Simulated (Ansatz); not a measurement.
**[Er(H2O)6]3+ (ErH₁₂O₆ (+3)): one state, many levels**

How do method and basis change the picture of [Er(H2O)6]3+ (ErH₁₂O₆ (+3)) (quartet)?

Program: Ansatz 0.2.0, Gaussian basis. Level of theory: as each input shows. These are calculated values, not measurements.

Levels to be run: r2SCAN-D4/def2-TZVP, CAM-B3LYP-D4/def2-TZVP, ωB97M-V/def2-TZVP, PBE-D4/def2-SVP, PBE0-D4/def2-SVP, MP2/def2-SVP.

1 further run of the same task is left out (it didn't finish). Runs told in other sessions of the task aren't counted.

**1. The structure**

The geometry is that of the quartet, from an earlier relaxation (PBE-D4/def2-SVP).

19 atoms, charge 3, spin multiplicity 4.

Atoms are counted from 1 here; the program's logs count them from 0.

Bond lengths: Er1–O2 2.306 Å, Er1–O5 2.306 Å, Er1–O8 2.306 Å, Er1–O11 2.306 Å, Er1–O14 2.306 Å, Er1–O17 2.306 Å, O2–H3 0.987 Å, O2–H4 0.987 Å, O5–H6 0.987 Å, O5–H7 0.987 Å, O8–H9 0.987 Å, O8–H10 0.987 Å, O11–H12 0.987 Å, O11–H13 0.987 Å, O14–H15 0.987 Å, O14–H16 0.987 Å, O17–H18 0.987 Å, O17–H19 0.987 Å. Angles: O2–Er1–O5 179.8°, O2–Er1–O8 89.9°, O2–Er1–O11 90.1°, O2–Er1–O14 90.0°, O2–Er1–O17 90.1°, O5–Er1–O8 89.9°, O5–Er1–O11 90.1°, O5–Er1–O14 90.0°, O5–Er1–O17 89.9°, O8–Er1–O11 179.8°, O8–Er1–O14 89.9°, O8–Er1–O17 90.1°, O11–Er1–O14 89.9°, O11–Er1–O17 90.1°, O14–Er1–O17 179.9°, Er1–O2–H3 128.0°, Er1–O2–H4 128.0°, H3–O2–H4 104.0° and more.

Er takes a core potential in the def2 sets. No spin-orbit coupling is included. The ion is computed in the gas phase, without counter-ions or solvent.

PBE-D4/def2-TZVP was run before; its log isn't repeated, and its numbers join the tables.

**2. r2SCAN-D4/def2-TZVP**

start.molden holds the orbitals of an earlier run on this state, given as this run's starting guess.

Contents of in.yaml:

```yaml
crystal:
  periodic: [false, false, false]
  atoms:
    - {symbol: Er, position_ang: [-0.001084, -0.001553, 0.000934]}
    - {symbol: O, position_ang: [0.169333, 0.185874, 2.292912]}
    - {symbol: H, position_ang: [0.154004, 1.008527, 2.838179]}
    - {symbol: H, position_ang: [0.274893, -0.538064, 2.955564]}
    - {symbol: O, position_ang: [-0.162110, -0.188730, -2.291592]}
    - {symbol: H, position_ang: [-0.266294, 0.535017, -2.954667]}
    - {symbol: H, position_ang: [-0.142656, -1.011435, -2.836718]}
    - {symbol: O, position_ang: [2.291148, 0.168799, -0.178943]}
    - {symbol: H, position_ang: [2.951037, 0.278819, 0.546836]}
    - {symbol: H, position_ang: [2.839282, 0.149268, -0.999584]}
    - {symbol: O, position_ang: [-2.294528, -0.163295, 0.179420]}
    - {symbol: H, position_ang: [-2.842938, -0.143397, 0.999915]}
    - {symbol: H, position_ang: [-2.954836, -0.267979, -0.546791]}
    - {symbol: O, position_ang: [-0.182212, 2.290376, -0.174135]}
    - {symbol: H, position_ang: [-1.003859, 2.837198, -0.162160]}
    - {symbol: H, position_ang: [0.543363, 2.951333, -0.278698]}
    - {symbol: O, position_ang: [0.177881, -2.294136, 0.173029]}
    - {symbol: H, position_ang: [-0.548699, -2.953783, 0.279287]}
    - {symbol: H, position_ang: [0.998275, -2.842820, 0.157231]}
basis:
  gaussian: {orbitals: def2-TZVP, initial_orbitals: start.molden}
total_charge: 3
magnetization: {spin_polarized: true, initial_magnetization: 3}
hamiltonian: {xc: r2scan, dispersion: d4}
scf: {omitted_lower_state_checks: [starts]}
output: {orbitals: {seedname: orbitals}}
```

Command:

```
$ ansatz run in.yaml --threads 4 --pin off --events-out ev --progress --plain --max-ram 6963MiB
```

After this run come: CAM-B3LYP-D4/def2-TZVP; ωB97M-V/def2-TZVP; PBE-D4/def2-SVP; PBE0-D4/def2-SVP; MP2/def2-SVP.

**Question.** What will the summary of the whole plan be? Wanted: gap in def2-TZVP, named functionals, smallest and largest; correlation energy, MP2/def2-SVP; ⟨S²⟩ in def2-TZVP, named functionals, smallest and largest.

As calculated:

```
                                                  quantity                                 value
 gap in def2-TZVP, named functionals, smallest and largest  1.79 eV (PBE-D4), 13.62 eV (ωB97M-V)
                          correlation energy, MP2/def2-SVP                             -61.54 eV
⟨S²⟩ in def2-TZVP, named functionals, smallest and largest                          3.752, 3.753
```

In words: Orbital gaps of the named functionals in def2-TZVP span 1.79 eV (PBE-D4) to 13.62 eV (ωB97M-V); exact exchange widens it.
